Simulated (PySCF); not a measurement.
Structure problem from calculated spectra and properties.

Formula: C6H12.

| Property | Result |
| --- | --- |
| UV, first state | lowest singlet excitation: 8.01 eV (155 nm, f = 0.000 summed over 2 states within 0.01 eV) [TDDFT PBE0/def2-SVPD] |
| Rotational structure | rotational constants A, B, C: 4.371, 4.371, 2.512 GHz [GFN2-xTB] |
| Triplet | lowest triplet excitation (Tamm–Dancoff): 7.81 eV [TDA PBE0/def2-SVPD] |
| 13C NMR | chemical shifts (computed TMS as zero) by class: 30.9 (6 C) ppm [GIAO PBE0/pcSseg-1] |
| 1H NMR | chemical shifts (computed TMS as zero) by class: 1.47 (12 H) ppm [GIAO PBE0/pcSseg-1] |
| Dipole | 0.00 D [PBE0/def2-SVPD] |
| Polarisability | 69.0 au [PBE0/def2-SVPD] |
| Couplings | largest of the computed one-bond spin–spin couplings (means over like bonds): 13C–1H +132.1 (×12), 13C–13C +32.9 (×6) Hz [B3LYP/pcJ-1, spin–dipole term left out] |

The electronic properties come from PySCF, for the isolated species, density fitting. Levels stand in brackets. The structure is a single GFN2-xTB conformer in the gas phase; no vibrational or solvent corrections. NMR classes are plain means over equivalent atoms (diastereotopic ones count apart unless rotation or inversion swaps them), as if these changed places fast.

Q: Give a SMILES that accounts for the data.

A: Numbering: `[CH2:1]1[CH2:2][CH2:3][CH2:4][CH2:5][CH2:6]1`. Its formula, C6H12, gives 1 degree of unsaturation: 1 ring and 0 π bonds in the structure found. 6 carbons fall into 1 class: ring CH2 carbon [C1/C2/C3/C4/C5/C6] (30.9 ppm, 6 C). All hydrogens form one class (1.47 ppm): methylene hydrogen. The couplings run between: +132.1 Hz, ring CH2 carbon [C1] and its hydrogen (with 11 like pairs); +32.9 Hz, ring CH2 carbon [C1] and ring CH2 carbon [C2] (with 5 like pairs). The vanishing dipole is forced by symmetry. The optimised geometry has point group D3d and is an oblate symmetric top. Structure: cyclohexane (`C1CCCCC1`). Computed isomers that give other values at the same levels: `C=C(CC)CC` (13C chemical shifts (computed TMS as zero) by class: 163.2 (1 C), 115.8 (1 C), 31.7 (2 C), 16.0 (2 C) ppm); `CC1CCCC1` (13C chemical shifts (computed TMS as zero) by class: 38.0 (1 C), 37.4 (2 C), 30.4 (2 C), 23.6 (1 C) ppm); `CC(C)=C(C)C` (13C chemical shifts (computed TMS as zero) by class: 131.6 (2 C), 23.0 (4 C) ppm). The assignments are read from this structure; whether some other isomer fits the data as well wasn't checked.
